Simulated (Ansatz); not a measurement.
# C3H6O2: the cost of one run

Computed with Ansatz 0.2.0 (the levels named in each step, unless a step's input says otherwise).

### 1 The system as given

Bond lengths: C1–C2 1.517 Å, C2–O3 1.435 Å, O3–C4 1.318 Å, C4–O5 1.196 Å, C1–H6 1.086 Å, C1–H7 1.086 Å, C1–H8 1.088 Å, C2–H9 1.096 Å, C2–H10 1.096 Å, C4–H11 1.104 Å. Angles (14 of 16 angles, heavy atoms first): C1–C2–O3 108.5°, C2–O3–C4 116.5°, O3–C4–O5 126.7°, C1–C2–H9 111.4°, C1–C2–H10 111.5°, O3–C2–H9 108.6°, O3–C2–H10 108.6°, C2–C1–H6 110.2°, C2–C1–H7 109.6°, C2–C1–H8 110.1°, O3–C4–H11 108.8°, O5–C4–H11 124.5°, H9–C2–H10 108.1°, H6–C1–H7 109.1°.

As a file:

```xyz
11

C    -2.2782   -0.1699   -0.1798
C    -0.8970    0.2331    0.2998
O     0.0798   -0.4218   -0.5229
C     1.3437   -0.1804   -0.2397
O     1.7580    0.5285    0.6295
H    -2.4016   -1.2461   -0.1072
H    -3.0324    0.3171    0.4316
H    -2.4155    0.1268   -1.2171
H    -0.7323   -0.0638    1.3414
H    -0.7463    1.3159    0.2259
H     1.9804   -0.7449   -0.9424
```

### 2 A rough first relaxation, PBE-D4/def2-SVP

This run stands in another session on the same molecule. It ended at:

```xyz
11

C    -2.2800   -0.1699   -0.1809
C    -0.9019    0.2333    0.3001
O     0.0754   -0.4328   -0.5358
C     1.3653   -0.1820   -0.2418
O     1.7646    0.5393    0.6449
H    -2.4232   -1.2662   -0.1073
H    -3.0561    0.3227    0.4378
H    -2.4375    0.1292   -1.2362
H    -0.7227   -0.0552    1.3577
H    -0.7369    1.3301    0.2371
H     2.0117   -0.7541   -0.9567
```

### 3 Relaxation, r2SCAN-D4/def2-TZVPP

input.yaml

```yaml
crystal:
  periodic: [false, false, false]
  atoms:
    - { symbol: C, position_ang: [-2.2799875, -0.16986551, -0.18086819] }
    - { symbol: C, position_ang: [-0.90192887, 0.23333303, 0.30005688] }
    - { symbol: O, position_ang: [0.07544172, -0.43282321, -0.53575406] }
    - { symbol: C, position_ang: [1.36527836, -0.18203085, -0.24177979] }
    - { symbol: O, position_ang: [1.76460906, 0.53929603, 0.64490626] }
    - { symbol: H, position_ang: [-2.42321112, -1.2662147, -0.1072787] }
    - { symbol: H, position_ang: [-3.05609371, 0.32272261, 0.43784607] }
    - { symbol: H, position_ang: [-2.43751431, 0.12920677, -1.2361608] }
    - { symbol: H, position_ang: [-0.72273374, -0.05518006, 1.3577165] }
    - { symbol: H, position_ang: [-0.73692362, 1.33005596, 0.2371011] }
    - { symbol: H, position_ang: [2.01165372, -0.75414006, -0.95666526] }
basis:
  gaussian: { orbitals: def2-TZVPP }
hamiltonian:
  xc: r2scan
  dispersion: d4
relax:
  f_tol: 0.002
  max_steps: 150
```

The run is started by

```sh
$ ansatz run input.yaml --threads 4 --pin off --max-ram 10240MiB --backend cpu --events-out ev --progress --plain --runs-dir out
```

What time and memory should one allow on 4 threads of Intel Xeon at 2.50GHz (Skylake/Cascade Lake), shared host?

About 52 s, with a peak of 0.58 GiB.
